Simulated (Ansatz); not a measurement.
Black phosphorus, treated with r²SCAN (Ansatz, a first-principles code, plane waves, PAW).

Input:

Ansatz 0.2 input:
```yaml
crystal:
  lattice:
    - [1.6274877517, -5.4359623329, 0.0]
    - [1.6274877517, 5.4359623329, 0.0]
    - [0.0, 0.0, 4.4938820851]
  atoms:
    - { symbol: P, position: [0.0954136327, 0.9045863673, 0.9115314422] }
    - { symbol: P, position: [0.4045863673, 0.5954136327, 0.4115314422] }
    - { symbol: P, position: [0.5954136327, 0.4045863673, 0.5884685578] }
    - { symbol: P, position: [0.9045863673, 0.0954136327, 0.0884685578] }
basis:
  ecutwfc: 560
  ecutrho_ratio: 4
  xc_grid: 3
kpoints:
  mp_grid: { grid: [10, 10, 8] }
hamiltonian:
  xc: r2scan
  dispersion: none
  pseudopotentials: { kind: paw }
scf:
  occupations: { method: fermi_dirac, width: 0.01 }
output:
  forces: true
  stress: true
  eigenvalues: true
relax:
  f_tol: 0.004
  escape_saddle: false
  max_steps: 80
  cell: { stress_tol: 0.02, fix: [volume] }
```

The run printed, among other lines:

```
Relaxation: its limit of steps is 80 (relax.max_steps)
Crystal: 4 atoms, lattice volume = 79.514 Å³
Basis set: ecut = 560 eV, 2387 PW (Γ), exchange–correlation on 135×135×108 points (27 copies of the dense FFT grid, shifted against one another)
Bands: 14, of which v1, the nominal top of the filled ones, is band 10 counted from 1 (9 counted from 0)
Symmetry: 8 space group operations
Space group: Cmce (ITA 64), of the structure as read, at distance tolerance 4.3e-5 Å
k-points: 155 of 800
Functional: x = r2scan, c = r2scan; τ floored in thin density (d = 2e-4 eV/Å³)
SCF iter   1: F=—  HF=-3036.589043 eV  |F-HF|=—  |Δ(HF+E_count)|=         —  Δρ=4.60e-3  dr2=1.85e-2  dr2_τ=3.87e-2
SCF iter   2: F=—  HF=-3036.625032 eV  |F-HF|=—  |Δ(HF+E_count)|=   3.60e-2  Δρ=2.34e-3  dr2=3.37e-3  dr2_τ=1.42e-4
  ...
SCF 1 converged in 6 iterations: F = -3036.624983 eV  dr2 = 3.98e-8
Crystal: 4 atoms, lattice volume = 79.514 Å³
Basis set: ecut = 560 eV, 2403 PW (Γ), exchange–correlation on 135×135×108 points (27 copies of the dense FFT grid, shifted against one another)
Initial density: handed on by an earlier stage of this run
  ...
Crystal: 4 atoms, lattice volume = 79.514 Å³
SCF 3 converged in 5 iterations: F = -3036.650250 eV  dr2 = 2.92e-8
Crystal: 4 atoms, lattice volume = 79.514 Å³
Basis set: ecut = 560 eV, 2399 PW (Γ), exchange–correlation on 135×135×108 points (27 copies of the dense FFT grid, shifted against one another)
SCF 4 converged in 4 iterations: F = -3036.650892 eV  dr2 = 1.75e-7
Crystal: 4 atoms, lattice volume = 79.514 Å³
SCF 5 converged in 5 iterations: F = -3036.650941 eV  dr2 = 9.82e-10
Crystal: 4 atoms, lattice volume = 79.514 Å³
SCF 6 converged in 4 iterations: F = -3036.650961 eV  dr2 = 5.35e-9
Crystal: 4 atoms, lattice volume = 79.514 Å³
SCF iter   4: F=—  HF=-3036.650967 eV  |F-HF|=—  |Δ(HF+E_count)|=   8.87e-9  Δρ=2.06e-7  dr2=6.69e-11  dr2_τ=2.69e-12
SCF iter   5: F=-3036.650967 eV  HF=-3036.650967 eV  |F-HF|=5.46e-12  |Δ(HF+E_count)|=  1.41e-11  Δρ=8.25e-8  dr2=2.05e-12  dr2_τ=2.73e-13
SCF 7 converged in 5 iterations: F = -3036.650967 eV  dr2 = 2.05e-12
SCF converged after 5 iterations
Free energy (F): -3036.650967 eV
Internal energy: -3036.650960 eV  (E = F + TS)
E sigma→0 (E₀):  -3036.650963 eV
Fermi energy:    7.250581 eV
--- Forces (eV/Å), atoms counted from 1 ---
  atom   1  P     -0.00000000     0.00007982     0.00011845
  atom   2  P     -0.00000000    -0.00007982     0.00011845
  atom   3  P      0.00000000     0.00007982    -0.00011845
  atom   4  P      0.00000000    -0.00007982    -0.00011845
--- Stress (GPa, compression-positive) ---
        0.851679      -0.000000       0.000000
       -0.000000       0.850315      -0.000000
        0.000000      -0.000000       0.854036
  P = ⅓ Tr σ = 0.8520 GPa (8.520 kbar)
```

The cell is one volume of an energy–volume scan, off the minimum.

The PAW data were made under PBE.

Note: the cell comes from a level without a dispersion term, which matters for the spacing of layers, chains or molecules.
